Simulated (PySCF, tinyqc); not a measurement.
Worked calculation: CID on RHF in the sto-3g basis, frozen core, for CH+, spin multiplicity 1. The lowest restricted solution is unstable here: a spin-polarised one lies 0.0083 hartree lower (PySCF). One step of it, computed by the program tinyqc.

Task: CID: roots. Diagonalise (each vector has its largest component positive (the first on a tie)); all determinants have Ms = 0, so triplets appear too. The lowest singlet root is the correlation energy. The Davidson correction is (1 - c0^2) E_corr, c0 the coefficient of the reference.

Occupation strings over the orbitals (2 doubly, a alpha, b beta, 0 empty; spin orbitals ordered 1a 1b 2a 2b ...): 222000 220200 2ab200 220020 2ab020 220002 2ab002 2ba200 202200 2ba020 202020 2ba002 202002

H - E(HF) between determinants (hartree), lower triangle:
```
           222000     220200     2ab200     220020     2ab020     220002     2ab002    2ba200
222000   0.000000
220200   0.040059   0.272228
2ab200   0.037007  -0.025700   0.562144
220020   0.040059   0.036269   0.000000   0.272228
2ab020   0.037007   0.000000   0.036269  -0.025700   0.562144
220002   0.133616   0.021749   0.000000   0.021749   0.000000   1.064478
2ab002  -0.063870   0.000000   0.021749   0.000000   0.021749   0.155533   1.288106
2ba200  -0.037007   0.025700  -0.109271   0.000000   0.000000   0.000000   0.000000  0.562144
202200   0.112056   0.109271  -0.084396   0.000000   0.000000   0.000000   0.000000  0.084396
2ba020  -0.037007   0.000000   0.000000   0.025700  -0.109271   0.000000   0.000000  0.036269
202020   0.112056   0.000000   0.000000   0.109271  -0.084396   0.000000   0.000000  0.000000
2ba002   0.063870   0.000000   0.000000   0.000000   0.000000  -0.155533  -0.109271  0.021749
202002   0.081721   0.000000   0.000000   0.000000   0.000000   0.109271   0.096836  0.000000

          202200    2ba020    202020     2ba002    202002
202200  0.960564
2ba020  0.000000  0.562144
202020  0.036269  0.084396  0.960564
2ba002  0.000000  0.021749  0.000000   1.288106
202002  0.021749  0.000000  0.021749  -0.096836  1.620238
```

Give: lowest roots of this matrix, relative to E(HF); lowest vectors; <S^2> of these roots; weight of the ground state by excitation level 0, 1, 2, ...; Davidson correction.

Result:

lowest roots of this matrix, relative to E(HF) (hartree): -0.068  0.218  0.292  0.417  0.488  0.592  0.684  0.971

lowest vectors:
```
        root 1  root 2  root 3  root 4
222000   0.964   0.000   0.076   0.000
220200  -0.074   0.699   0.694   0.000
2ab200  -0.061   0.022   0.012   0.500
220020  -0.074  -0.699   0.694   0.000
2ab020  -0.061  -0.022   0.012  -0.500
220002  -0.123   0.000  -0.057   0.000
2ab002   0.060   0.000   0.012   0.000
2ba200   0.061  -0.022  -0.012   0.500
202200  -0.103  -0.103  -0.117   0.000
2ba020   0.061   0.022  -0.012  -0.500
202020  -0.103   0.103  -0.117   0.000
2ba002  -0.060   0.000  -0.012   0.000
202002  -0.043   0.000   0.002   0.000
```

<S^2> of these roots: 0.000  0.000  0.000  2.000  2.000  0.000  0.000  0.000

weight of the ground state by excitation level 0, 1, 2, ...: 0.929  0.000  0.071

Davidson correction = -0.00484 hartree
